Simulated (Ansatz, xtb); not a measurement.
# C3H7Cl: which of two isomers lies lower

We compare I, `CCCCl`, a singlet, with II, `CC(C)Cl`, a singlet. Both are isolated molecules in the gas phase, relaxed with B3LYP-D3(BJ)/def2-SVP; the shapes shown needn't be the lowest conformers.

I (Å):

```xyz
11

C    -1.8738   -1.3655   -0.2110
C    -0.7824   -0.3713   -0.5995
C    -0.5572    0.7370    0.4170
Cl   -2.0152    1.7997    0.6078
H    -1.9907   -2.1462   -0.9783
H    -2.8409   -0.8543   -0.0918
H    -1.6369   -1.8636    0.7439
H    -1.0116    0.0853   -1.5771
H     0.1831   -0.8963   -0.7193
H    -0.3388    0.3323    1.4160
H     0.2661    1.3991    0.1175
```

II (Å):

```yaml
atoms:
  - { symbol: C, position_ang: [-2.0876, -0.0651, -1.4467] }
  - { symbol: C, position_ang: [-1.3478, -0.9811, -2.4073] }
  - { symbol: C, position_ang: [-0.2975, -1.8505, -1.7365] }
  - { symbol: Cl, position_ang: [-2.5583, -2.0560, -3.2622] }
  - { symbol: H, position_ang: [-1.3739, 0.6216, -0.9615] }
  - { symbol: H, position_ang: [-2.5923, -0.6512, -0.6630] }
  - { symbol: H, position_ang: [-2.8447, 0.5340, -1.9724] }
  - { symbol: H, position_ang: [-0.8919, -0.3925, -3.2168] }
  - { symbol: H, position_ang: [-0.7556, -2.4830, -0.9604] }
  - { symbol: H, position_ang: [0.4654, -1.2129, -1.2594] }
  - { symbol: H, position_ang: [0.2018, -2.5045, -2.4657] }
```

Quicker runs give these differences E(II) − E(I): GFN2-xTB −13.0 kJ/mol; HF/STO-3G −6.9 kJ/mol (at GFN2-xTB geometries); r2SCAN-D4/def2-SVP −12.2 kJ/mol (at GFN2-xTB geometries).

Question: Estimate E(II) − E(I) at the level CCSD(T)/def2-SVP + ΔMP2/def2-TZVPP.

Answer: Calculated at CCSD(T)/def2-SVP + ΔMP2/def2-TZVPP: E(II) − E(I) = −11.5 kJ/mol, so structure II lies lower.

The same difference at several levels:

```json
{"level": "GFN2-xTB", "geometry": "GFN2-xTB", "E(II) − E(I) (kJ/mol)": "−13.0", "departure from the last row (kJ/mol)": "−1.5", "job, with rough time for the two": "optimisation, 0.072 s"}
{"level": "HF/STO-3G", "geometry": "GFN2-xTB", "E(II) − E(I) (kJ/mol)": "−6.9", "departure from the last row (kJ/mol)": "+4.6", "job, with rough time for the two": "single point, 0.24 s"}
{"level": "r2SCAN-D4/def2-SVP", "geometry": "GFN2-xTB", "E(II) − E(I) (kJ/mol)": "−12.2", "departure from the last row (kJ/mol)": "−0.7", "job, with rough time for the two": "single point, 3.2 s"}
{"level": "B3LYP-D3(BJ)/def2-SVP", "geometry": "B3LYP-D3(BJ)/def2-SVP", "E(II) − E(I) (kJ/mol)": "−9.7", "departure from the last row (kJ/mol)": "+1.8", "job, with rough time for the two": "optimisation, 17 s"}
{"level": "HF/def2-SVP", "geometry": "B3LYP-D3(BJ)/def2-SVP", "E(II) − E(I) (kJ/mol)": "−8.7", "departure from the last row (kJ/mol)": "+2.8", "job, with rough time for the two": "part of the CCSD(T) run"}
{"level": "MP2/def2-SVP", "geometry": "B3LYP-D3(BJ)/def2-SVP", "E(II) − E(I) (kJ/mol)": "−12.5", "departure from the last row (kJ/mol)": "−1.0", "job, with rough time for the two": "part of the CCSD(T) run"}
{"level": "CCSD(T)/def2-SVP", "geometry": "B3LYP-D3(BJ)/def2-SVP", "E(II) − E(I) (kJ/mol)": "−11.5", "departure from the last row (kJ/mol)": "0.0", "job, with rough time for the two": "single point"}
{"level": "CCSD(T)/def2-SVP + ΔMP2/def2-TZVPP", "geometry": "B3LYP-D3(BJ)/def2-SVP", "E(II) − E(I) (kJ/mol)": "−11.5", "departure from the last row (kJ/mol)": "", "job, with rough time for the two": "single point, 19 s"}
```

As drawn, both hold the same kinds of bond in the same numbers. Structure I has 1 methyl group, II 2.

None of the levels shown reverses the order. The largest departure from CCSD(T)/def2-SVP + ΔMP2/def2-TZVPP is that of HF/STO-3G, 4.6 kJ/mol. The last row adds to CCSD(T) the change of the MP2 difference between the two basis sets, here 0.0 kJ/mol.

With harmonic frequencies from B3LYP-D3(BJ)/def2-SVP (ideal gas, rigid rotor, one conformer each, 298.15 K, 1 atm): the zero-point term adds −1.5 kJ/mol; ΔH is −12.9 and ΔG −12.3 kJ/mol.

The correlated steps freeze 8 core orbitals. Mirror images aren't counted in ΔG. Codes used: Ansatz 0.2.0, xtb 6.7.1; the last row on 2 threads of Arm Neoverse V2 on a shared host.
